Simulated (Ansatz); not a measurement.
Mulliken charges of C2H3Cl2F, SMILES `CC(F)(Cl)Cl` from r2SCAN/def2-TZVPP in Ansatz (PBE0-D4/def2-TZVP geometry).

| atom | x (Å) | y (Å) | z (Å) | charge (e) |
| --- | --- | --- | --- | --- |
| C1 | -0.133 | -0.506 | 0.646 | -0.146 |
| C2 | 0.199 | 0.391 | -0.511 | 0.311 |
| F3 | 1.524 | 0.643 | -0.537 | -0.158 |
| Cl4 | -0.232 | -0.373 | -2.056 | -0.108 |
| Cl5 | -0.641 | 1.950 | -0.373 | -0.108 |
| H6 | 0.163 | -0.012 | 1.572 | 0.070 |
| H7 | 0.415 | -1.442 | 0.536 | 0.070 |
| H8 | -1.202 | -0.709 | 0.668 | 0.071 |

Q: By hand: the dipole of these point charges (1 e Å = 4.8032 D).

A: Σ q r = (-0.110, -0.229, 0.289) e Å, of length 0.385 e Å = 1.85 D.

Q: How does the dipole of the full density compare? (An estimate is asked.)

A: Computed: (-0.099, -0.251, 0.323) e Å, 2.02 D; the point charges give 0.92 times that, at 3° from its direction.

Point charges leave out the atoms' own dipoles, such as those of lone pairs, and Mulliken's split depends on the basis, so the close match here is no proof of good charges.
